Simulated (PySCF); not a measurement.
**Spin states of SiB**

Unrestricted PBE0; basis Si cc-pV(D+d)Z, B cc-pVDZ; no relativity; PySCF 2.14. Outer shells of the fragments: Si 3s2 3p2; B 2s2 2p1.

Followed along the bond (rough minima from three points):

```tsv
2Ms+1	unpaired	⟨S²⟩ at the start	R at minimum (Å)	Te (eV)
4	σ ↑, π ↑↑	3.75	1.92	0.00
2	σ ↓, π ↑↑	1.77	1.94	0.33
2	σ ↑, π ↑↓	1.76	1.93	0.40
2	σ ↑	0.78	1.95	1.14
2	π ↑	0.89	none in the scan	≤ 1.13
```

Solutions found at the starting distance of 1.930 Å, counted from the lowest of them; the search is not exhaustive and high or unbound solutions are not listed, so other states can lie among these:

```csv
2Ms+1,unpaired,term,E (eV),⟨S²⟩,⟨Lz²⟩,μ (D)
4,"σ ↑, π ↑↑",⁴Σ⁻,0.00,3.75,0.00,-0.48
2,"σ ↓, π ↑↑",mixed,0.33,1.77,0.00,-0.53
2,"σ ↑, π ↑↓",mixed,0.39,1.76,2.01,-0.52
2,σ ↑,mixed,1.15,0.78,2.00,-0.50
2,π ↑,²Π,1.21,0.89,1.01,-0.41
2,π ↑,²Π,1.95,0.75,1.01,-2.58
```

A term symbol is given only where ⟨S²⟩ and ⟨Lz²⟩ are close to those of a pure state; real π, δ and φ orbitals otherwise mix terms. A positive dipole means Si(−)B(+).
